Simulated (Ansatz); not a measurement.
Reaction (atomization): `[F][AlH][PH2]` → Al• + F• + 3 H• + P•

Calculated with Ansatz (gas phase, PBE0-D4/def2-TZVP geometries, no zero-point term in ΔE). CCSD(T)/CBS is the MP2 limit (def2-TZVPP, def2-QZVPP) plus CCSD(T) − MP2 in def2-TZVPP, frozen cores. This one scheme is used for every species, atoms too. DFT in def2-TZVPP. Open shells (•) are unrestricted, without spin–orbit coupling. Spin–orbit coupling would lower the free atoms: a little for Al, F. Each species was taken in one conformer, which may not be the lowest.

```json
{"level": "PBE-QIDH", "ΔE (eV)": "18.11"}
{"level": "CCSD/CBS(def2)", "ΔE (eV)": "18.32"}
```

(1) What does CCSD(T)/CBS give? (An estimate is asked.)

(2) What do rigid-rotor, harmonic-oscillator terms from PBE0-D4/def2-TZVP frequencies (298.15 K, 1 bar) make of the CCSD(T)/CBS value? (Estimate.)

Largest T1 diagnostic among the species: 0.018.

Results:

(1) Computed: +18.56 eV. The listed levels differ from it by -0.45, -0.24 eV.

(2) The calculation gave: ΔZPE = -0.72 eV, ΔH = +18.06 eV, ΔS = 527 J/(mol·K), ΔG = +16.43 eV. Open shells count their whole term as degenerate.

At CCSD(T), def2-SVP lies −1.60 eV from the extrapolated value and def2-TZVPP −0.62 eV: correlation converges slowly with the basis, and small sets miss more of it in the bonded molecule than in its fragments. From BLYP to BHLYP (50 % exact exchange), in def2-TZVPP and without D4, ΔE moves by −0.37 eV: exact exchange takes away binding that semilocal exchange gives to molecules. The D4 term adds +0.16 eV with B3LYP and +0.08 eV with PBE0; it sums over pairs of atoms, weighted by their polarisabilities, and B3LYP, whose exchange is more repulsive, gets the larger term.

B3LYP here is the variant with VWN-RPA as its local correlation; programs differ in this.

For atomizations the MP2-based limit and the directly extrapolated one differ by several kJ/mol either way, and by 10 to 25 for some Ge, Se and Sn compounds, so smaller differences from it don't rank the levels.
